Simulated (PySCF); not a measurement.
Compound: C₄H₅ (charge -1).
InChI=1S/C4H5/c1-3-4-2/h3H2,1H3/q-1

The closed-shell ground state was solved at several levels (PySCF, density fitting, gas phase, non-relativistic). Isolated species at its PBE0-D3(BJ)/def2-SVP geometry, gas phase. The geometry's basis has no diffuse functions, a weakness for an anion. No diffuse functions stand in pcJ-1, pcSseg-1 and pcSseg-2, which bears on an anion's orbital energies.

```json
{"level": "CAM-B3LYP/def2-SVPD", "basis functions": "120", "total energy (Eh)": "-155.1434", "HOMO (eV)": "-2.03", "LUMO (eV)": "4.86", "gap (eV)": "6.89"}
{"level": "B3LYP/pcJ-1", "basis functions": "158", "total energy (Eh)": "-155.3540", "HOMO (eV)": "-0.13", "LUMO (eV)": "5.09", "gap (eV)": "5.22"}
{"level": "B3LYP/pcSseg-2", "basis functions": "214", "total energy (Eh)": "-155.4144", "HOMO (eV)": "-0.52", "LUMO (eV)": "3.81", "gap (eV)": "4.33"}
```

Q: What might PBE0/pcSseg-1 (93 basis functions) give for the same quantities?

A: Total energy -155.1215 Eh, HOMO -0.37 eV, LUMO 5.38 eV, gap 5.75 eV.

Q: Over all these levels, which gives the widest orbital gap and which the narrowest?

A: CAM-B3LYP/def2-SVPD (range-separated hybrid) has the widest, 6.89 eV, and B3LYP/pcSseg-2 (global hybrid, 20 % exact exchange) the narrowest, 4.33 eV. Functional and basis both differ between the two, so the spread mixes both effects.
